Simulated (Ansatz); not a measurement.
in.yaml

```yaml
crystal:
  periodic: [false, false, false]
  atoms:
    - {symbol: Ga, position_ang: [0.000000, 0.000000, 0.000000]}
    - {symbol: H, position_ang: [0.000000, 0.000000, 1.606800]}
basis:
  gaussian: {orbitals: def2-SVPD}
magnetization: {spin_polarized: false}
correlation: {method: bccd_t, electrons: outside_noble_gas}
accuracy: high
```

```sh
$ ansatz run in.yaml --threads 1 --pin off --events-out ev --progress --plain --max-ram 2393MiB
```

The program prints:

```
756 factors; integrals over basis functions are off by at most 4.3e-9 eV
mean field evaluation 1: about -52342.1806 eV, gradient 6.4e0 eV
mean field evaluation 2: about -52342.1823 eV, gradient 6.4e0 eV
mean field evaluation 4: about -52342.4467 eV, gradient 9.8e-1 eV
mean field evaluation 8: about -52342.4496 eV, gradient 2.2e-5 eV
mean field evaluation 16: about -52342.4456 eV, gradient 9.8e-1 eV
mean field -52342.44963940 eV, -1923.5495452612 hartree, gradient 1.4e-8 eV, S^2 0.000000; 0 other end points of the search recorded, 0 dependent functions left out
14 core orbitals not correlated: weight in the atoms' cores, before any rotation towards them, 0.999 or more for the frozen orbitals, at most 0.001 for the correlated occupied ones
reference -52342.44963940 eV, -1923.5495452612 hartree; 2, 2 occupied and 30, 30 virtual orbitals, 756 factors
second order -1.42676273 eV of doubles, -0.00000000 eV of singles
cycle   1  -1.78516469 eV  change   -3.6e-1 eV  update   6.1e-2
cycle   2  -1.96696851 eV  change   -1.8e-1 eV  update   2.7e-2
cycle   3  -1.96973983 eV  change   -2.8e-3 eV  update   6.3e-3
cycle   4  -1.97087048 eV  change   -1.1e-3 eV  update   1.4e-3
cycle   5  -1.97059224 eV  change    2.8e-4 eV  update   4.6e-4
cycle   6  -1.97044491 eV  change    1.5e-4 eV  update   1.7e-4
cycle   7  -1.97055154 eV  change   -1.1e-4 eV  update   4.6e-5
cycle   8  -1.97055352 eV  change   -2.0e-6 eV  update   1.1e-5
cycle   9  -1.97054633 eV  change    7.2e-6 eV  update   2.4e-6
cycle  10  -1.97054802 eV  change   -1.7e-6 eV  update   7.1e-7
cycle  11  -1.97054808 eV  change   -5.5e-8 eV  update   1.8e-7
cycle  12  -1.97054801 eV  change    6.8e-8 eV  update   5.7e-8
cycle  13  -1.97054805 eV  change   -3.8e-8 eV  update   2.4e-8
cycle  14  -1.97054803 eV  change    1.5e-8 eV  update   1.5e-8
cycle  15  -1.97054796 eV  change    7.7e-8 eV  update   4.8e-8
cycle  16  -1.97054793 eV  change    2.8e-8 eV  update   1.7e-8
cycle  17  -1.97054793 eV  change  -7.6e-11 eV  update   4.0e-9
cycle  18  -1.97054793 eV  change  -8.0e-10 eV  update   1.4e-9
cycle  19  -1.97054793 eV  change   3.6e-10 eV  update  5.5e-10
cycle  20  -1.97054793 eV  change   2.5e-10 eV  update  1.6e-10
perturbative correction -0.02826853 eV, -0.0010388493 hartree
Total energy: -52344.44845586 eV, -1923.6230004112 hartree
```

Ran on 1 thread of Arm Neoverse V2, shared host: 0.66 s wall, 0.1 GiB peak host memory.
